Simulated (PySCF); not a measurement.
# C₄H₅NO: excited states, first hyperpolarisability

What do calculations give for the excited states, first hyperpolarisability of C₄H₅NO (`Cc1ccno1`)?

Computed with PySCF 2.14.0 and routines of our own; the level stands in each step. Atoms count from 0.

## 1. The starting structure

11 atoms, charge 0, multiplicity 1; geometry from: GFN2-xTB.

## 2. Optimising the geometry at PBE0-D3(BJ)/def2-TZVP

Job settings and geometry (Å):

```
{"job": {"xc": "PBE0", "basis": "def2-TZVP", "d3": "d3bj", "grid": 2, "kind": "geom"}, "charge": 0, "multiplicity": 1}
C     -1.724901    -0.006380     0.022564
C     -0.249035    -0.150721     0.036028
C      0.768713     0.736399    -0.183443
C      1.933504    -0.044841    -0.017632
N      1.628362    -1.277732     0.271413
O      0.278058    -1.355287     0.307362
H     -1.994516     1.018002    -0.215855
H     -2.136545    -0.270842     0.995456
H     -2.158828    -0.676674    -0.717806
H      0.701831     1.776200    -0.423958
H      2.958781     0.254547    -0.100092
```

Command:

```
$ OMP_NUM_THREADS=1 python excited_run.py task.json out
```

One launch serves the whole session: the jobs run in the order shown.

Standard output:

```text
step   0  E = -285.14816560  max force = 0.018483
step   1  E = -285.14878218  max force = 0.003356
step   2  E = -285.14890498  max force = 0.001664
step   3  E = -285.14893931  max force = 0.000842
step   4  E = -285.14895833  max force = 0.000850
step   5  E = -285.14896615  max force = 0.001000
step   6  E = -285.14898064  max force = 0.000654
step   7  E = -285.14900414  max force = 0.000848
step   8  E = -285.14904009  max force = 0.001052
step   9  E = -285.14906668  max force = 0.000623
step  10  E = -285.14906983  max force = 0.000177
optimisation converged
```

It took 2.5 min on 1 thread of Arm Neoverse V2, shared host; peak memory 0.87 GiB.

Relaxation path:

```csv
step,energy from step 0 (eV),largest force component (eV/Å)
0,0.0000,0.9504
1,-0.0168,0.1726
2,-0.0201,0.0856
3,-0.0211,0.0433
4,-0.0216,0.0437
5,-0.0218,0.0514
6,-0.0222,0.0336
7,-0.0228,0.0436
8,-0.0238,0.0541
9,-0.0245,0.0320
10,-0.0246,0.0091
```

Distances of close pairs at the start and the end, largest changes first:

```csv
bond,before (Å),after (Å),change (Å)
N4–O5,1.353,1.376,+0.023
C1–C2,1.368,1.357,-0.011
C3–H10,1.071,1.081,+0.009
C2–H9,1.069,1.077,+0.007
C0–C1,1.483,1.478,-0.005
C1–O5,1.343,1.339,-0.004
C0–H8,1.089,1.092,+0.004
C0–H7,1.089,1.092,+0.003
```

The final coordinates are the input of the step that follows.

```csv
at the end point,value
point group (found at 0.08 Å tolerance),Cs
"rotational constants (GHz, main isotopes)","9.379, 3.610, 2.650"
dipole moment (D),3.23
```

## 3. Excited states: TDA wB97X-D/def2-TZVPD

Job settings and geometry (Å):

```
{"job": {"kind": "states", "xc": "wB97X-D", "basis": "def2-TZVPD", "tda": true, "soc": true, "nstates": 6, "ntriplets": 5, "nquad": 4}, "charge": 0, "multiplicity": 1}
C     -1.701171    -0.065142    -0.247712
C     -0.241148    -0.143928    -0.034648
C      0.740790     0.784890     0.083532
C      1.907976     0.008095     0.271591
N      1.651005    -1.267798     0.267134
O      0.291885    -1.367042     0.074540
H     -2.014329     0.975788    -0.312996
H     -2.238795    -0.541552     0.575373
H     -1.986466    -0.575802    -1.170344
H      0.644512     1.856502     0.043958
H      2.928249     0.335719     0.410143
```

With the program's defaults for keys left out, this is: TDA wB97X-D/def2-TZVPD excited states, vertical, gas phase, spin-orbit mean-field couplings.

Standard output:

```text
coarse grid: 9592 points
cycle   1  E = -285.3351481860  dE =  1.268e+00  |g| = 4.599e-01  |ddm| = 3.786e+00
cycle   2  E = -285.3422184181  dE = -7.070e-03  |g| = 4.855e-01  |ddm| = 1.527e+00
cycle   3  E = -285.3803408452  dE = -3.812e-02  |g| = 9.364e-02  |ddm| = 4.399e-01
cycle   4  E = -285.3818198435  dE = -1.479e-03  |g| = 3.316e-02  |ddm| = 1.638e-01
cycle   5  E = -285.3820543232  dE = -2.345e-04  |g| = 1.095e-02  |ddm| = 6.320e-02
cycle   6  E = -285.3820848459  dE = -3.052e-05  |g| = 2.505e-03  |ddm| = 3.515e-02
cycle   7  E = -285.3820870864  dE = -2.241e-06  |g| = 1.281e-03  |ddm| = 9.841e-03
final grid: 93896 points
cycle   8  E = -285.3691687046  dE = -1.489e-04  |g| = 4.184e-03  |ddm| = 6.274e-01
cycle   9  E = -285.3691714398  dE = -2.735e-06  |g| = 2.764e-03  |ddm| = 6.418e-02
cycle  10  E = -285.3691727102  dE = -1.270e-06  |g| = 1.076e-03  |ddm| = 7.008e-03
cycle  11  E = -285.3691728928  dE = -1.827e-07  |g| = 4.461e-04  |ddm| = 3.720e-03
cycle  12  E = -285.3691729362  dE = -4.335e-08  |g| = 7.230e-05  |ddm| = 1.235e-03
cycle  13  E = -285.3691729382  dE = -1.987e-09  |g| = 3.711e-05  |ddm| = 2.760e-04
cycle  14  E = -285.3691729387  dE = -4.784e-10  |g| = 8.438e-06  |ddm| = 1.566e-04
converged SCF energy = -285.3691729387

Singlet excitations
state   eV       nm        f     d(h-e)  d(exc)  Lambda  PR(NTO)  |dmu|/D   mu/D   main configurations
  1   6.7354   184.1   0.23320   0.547   2.459   0.736   1.200    1.375    4.551   H->L 0.82
  2   6.7733   183.0   0.00908   0.872   2.322   0.518   1.022    2.041    1.288   H-2->L 0.94
  3   6.9748   177.8   0.00482   1.108   3.704   0.260   1.021    4.507    1.252   H->L+1 0.88
  4   7.4811   165.7   0.03641   0.665   2.552   0.684   1.698    1.663    1.854   H-1->L 0.56, H->L+5 0.20, H->L+7 0.11
  5   7.8472   158.0   0.00292   0.902   4.133   0.202   1.027                     H->L+2 0.90
  6   8.0143   154.7   0.01514   0.632   3.832   0.206   1.363                     H->L+3 0.71, H-1->L+1 0.11

Triplet excitations (Tamm-Dancoff)
state   eV     d(h-e)  d(exc)  Lambda  PR(NTO)   main configurations
  1   4.3728   0.097   2.233   0.756   1.073   H->L 0.91
  2   5.6041   0.202   2.153   0.709   1.365   H-1->L 0.79
  3   5.8500   0.837   2.199   0.507   1.008   H-2->L 0.89
  4   6.5688   0.641   2.374   0.600   1.295   H->L+5 0.47, H->L+7 0.31, H-1->L 0.12
  5   6.9483   1.106   3.692   0.261   1.019   H->L+1 0.88
S1 - T1 = 2.3626 eV

Spin-orbit couplings |<S|Hso|T>| (cm-1)
             T1       T2       T3       T4       T5
S0        0.049    0.181   44.540    0.136    6.160
S1        0.345    0.488    7.723    0.230    1.733
S2       12.056   16.220    0.262    4.307    0.277
S3        0.942    1.938    0.067    1.803    0.213
S4        0.115    0.046   16.137    0.042    1.195
S5        4.969    1.624    0.159    0.704    4.531
S6        1.988    3.285    0.037    4.138    0.554
T1 sublevels (cm-1): 0.000 0.001 0.007   radiative rates (1/s): 0.261 0.00095 0.0164
```

It took 46 s on 1 thread of Arm Neoverse V2, shared host; peak memory 0.89 GiB.

Key values:

```csv
quantity,value
S1 less T1,2.36 eV
```

## 4. Excited states: TDDFT CAM-B3LYP/def2-TZVPD

The job, as its differences from that of step 3:

```diff
@@ -1,2 +1,2 @@
-{"job": {"kind": "states", "xc": "wB97X-D", "basis": "def2-TZVPD", "tda": true, "soc": true, "nstates": 6, "ntriplets": 5, "nquad": 4}, "charge": 0, "multiplicity": 1}
+{"job": {"kind": "states", "xc": "CAM-B3LYP", "basis": "def2-TZVPD", "tpa": true, "nstates": 8, "nquad": 6, "ntriplets": 0}, "charge": 0, "multiplicity": 1}
 C     -1.701171    -0.065142    -0.247712
```

Method: TDDFT CAM-B3LYP/def2-TZVPD excited states, vertical, gas phase, two-photon moments by quadratic response.

Standard output:

```text
coarse grid: 9592 points
cycle   1  E = -285.2953882629  dE =  1.220e+00  |g| = 4.613e-01  |ddm| = 3.701e+00
cycle   2  E = -285.2953912208  dE = -2.958e-06  |g| = 5.169e-01  |ddm| = 1.200e+00
cycle   3  E = -285.3385685817  dE = -4.318e-02  |g| = 1.091e-01  |ddm| = 4.077e-01
cycle   4  E = -285.3404372104  dE = -1.869e-03  |g| = 3.907e-02  |ddm| = 1.320e-01
cycle   5  E = -285.3407525385  dE = -3.153e-04  |g| = 1.153e-02  |ddm| = 4.430e-02
cycle   6  E = -285.3407836304  dE = -3.109e-05  |g| = 3.124e-03  |ddm| = 2.227e-02
cycle   7  E = -285.3407862945  dE = -2.664e-06  |g| = 7.710e-04  |ddm| = 5.996e-03
final grid: 93896 points
cycle   8  E = -285.3354337213  dE = -3.610e-05  |g| = 3.789e-03  |ddm| = 1.720e-01
cycle   9  E = -285.3354344000  dE = -6.787e-07  |g| = 3.507e-03  |ddm| = 1.458e-02
cycle  10  E = -285.3354367732  dE = -2.373e-06  |g| = 8.037e-04  |ddm| = 5.083e-03
cycle  11  E = -285.3354368670  dE = -9.377e-08  |g| = 2.347e-04  |ddm| = 9.221e-04
cycle  12  E = -285.3354368776  dE = -1.062e-08  |g| = 8.333e-05  |ddm| = 4.675e-04
cycle  13  E = -285.3354368792  dE = -1.622e-09  |g| = 1.665e-05  |ddm| = 9.190e-05
cycle  14  E = -285.3354368793  dE = -1.031e-10  |g| = 5.676e-06  |ddm| = 3.649e-05
converged SCF energy = -285.3354368793

Singlet excitations
state   eV       nm        f     d(h-e)  d(exc)  Lambda  PR(NTO)  |dmu|/D   mu/D   delta(TPA)   sigma/GM   main configurations
  1   6.3893   194.0   0.18172   0.429   2.456   0.728   1.223    1.123    4.366       16.91      0.253   H->L+1 0.92
  2   6.6763   185.7   0.00736   0.870   2.379   0.503   1.089    2.151    1.232        1.82      0.030   H-2->L+1 0.91
  3   6.7243   184.4   0.00206   1.183   3.713   0.282   1.071    4.641    1.464       22.80      0.378   H->L 0.88
  4   7.2939   170.0   0.01440   0.491   2.534   0.675   1.797    1.355    2.214       35.35      0.689   H-1->L+1 0.68, H->L+5 0.13, H->L+7 0.12
  5   7.5383   164.5   0.00318   0.920   4.147   0.213   1.020    3.739    2.844        3.87      0.081   H->L+2 0.93
  6   7.7733   159.5   0.01269   0.665   3.817   0.223   1.295    2.537    2.172        6.20      0.137   H->L+3 0.78, H-1->L 0.10
  7   8.1300   152.5   0.02791   1.036   3.837   0.231   1.519                                            H-1->L 0.62, H-1->L+2 0.09
  8   8.1904   151.4   0.22837   0.478   3.268   0.528   1.500                                            H->L+5 0.77, H-1->L+1 0.15
```

It took 64 s on 1 thread of Arm Neoverse V2, shared host; peak memory 0.99 GiB.

## 5. First hyperpolarisability: quadratic response CAM-B3LYP/def2-TZVPD

The job, as its differences from that of step 4:

```diff
@@ -1,2 +1,2 @@
-{"job": {"kind": "states", "xc": "CAM-B3LYP", "basis": "def2-TZVPD", "tpa": true, "nstates": 8, "nquad": 6, "ntriplets": 0}, "charge": 0, "multiplicity": 1}
+{"job": {"kind": "beta", "xc": "CAM-B3LYP", "basis": "def2-TZVPD"}, "charge": 0, "multiplicity": 1}
 C     -1.701171    -0.065142    -0.247712
```

Level: quadratic response CAM-B3LYP/def2-TZVPD first hyperpolarisability, Taylor convention, gas phase.

Standard output:

```text
coarse grid: 9592 points
cycle   1  E = -285.2953882629  dE =  1.220e+00  |g| = 4.613e-01  |ddm| = 3.701e+00
cycle   2  E = -285.2953912208  dE = -2.958e-06  |g| = 5.169e-01  |ddm| = 1.200e+00
cycle   3  E = -285.3385685817  dE = -4.318e-02  |g| = 1.091e-01  |ddm| = 4.077e-01
cycle   4  E = -285.3404372104  dE = -1.869e-03  |g| = 3.907e-02  |ddm| = 1.320e-01
cycle   5  E = -285.3407525385  dE = -3.153e-04  |g| = 1.153e-02  |ddm| = 4.430e-02
cycle   6  E = -285.3407836304  dE = -3.109e-05  |g| = 3.124e-03  |ddm| = 2.227e-02
cycle   7  E = -285.3407862945  dE = -2.664e-06  |g| = 7.710e-04  |ddm| = 5.996e-03
final grid: 93896 points
cycle   8  E = -285.3354337213  dE = -3.610e-05  |g| = 3.789e-03  |ddm| = 1.720e-01
cycle   9  E = -285.3354344000  dE = -6.787e-07  |g| = 3.507e-03  |ddm| = 1.458e-02
cycle  10  E = -285.3354367732  dE = -2.373e-06  |g| = 8.037e-04  |ddm| = 5.083e-03
cycle  11  E = -285.3354368670  dE = -9.377e-08  |g| = 2.347e-04  |ddm| = 9.221e-04
cycle  12  E = -285.3354368776  dE = -1.062e-08  |g| = 8.333e-05  |ddm| = 4.675e-04
cycle  13  E = -285.3354368792  dE = -1.622e-09  |g| = 1.665e-05  |ddm| = 9.190e-05
cycle  14  E = -285.3354368793  dE = -1.031e-10  |g| = 5.676e-06  |ddm| = 3.649e-05
converged SCF energy = -285.3354368793

Lowest singlets (eV, f): 6.3893 0.1817  6.6763 0.0074  6.7243 0.0021

First hyperpolarisability (au)
process     nm      |vector|   parallel      HRS      DR
static         -       47.52      -3.44      26.26   2.718
shg       1907.0       48.75      -2.79      27.36   2.647
eope      1907.0       47.92      -3.23          -       -
shg       1064.0       51.86      -1.01      30.19   2.497
eope      1064.0       48.84      -2.74          -       -
```

It took 47 s on 1 thread of Arm Neoverse V2, shared host; peak memory 1 GiB.

## 6. What came out

```
                                                  quantity                                             value
                                               point group                                                Cs
                      rotational constants (main isotopes)                              9.38, 3.61, 2.65 GHz
               S1 less T1 (step 3, TDA wB97X-D/def2-TZVPD)                                           2.36 eV
β vector (step 5, quadratic response CAM-B3LYP/def2-TZVPD)  static 48, SHG 1907.0 nm 49, SHG 1064.0 nm 52 au
```

**Reading.** Relaxing lowered the energy by 0.025 eV in 10 steps; the close pair that moved most is N4–O5, from 1.353 to 1.376 Å. In step 3, the number of triplets below S1 is 4, and the largest singlet-triplet spin-orbit coupling is S0–T3, 44.54 cm⁻¹. β grows from 48 au (static) to 52 au for doubling at 1064.0 nm: normal dispersion, which grows as twice the photon energy moves toward the bright states.
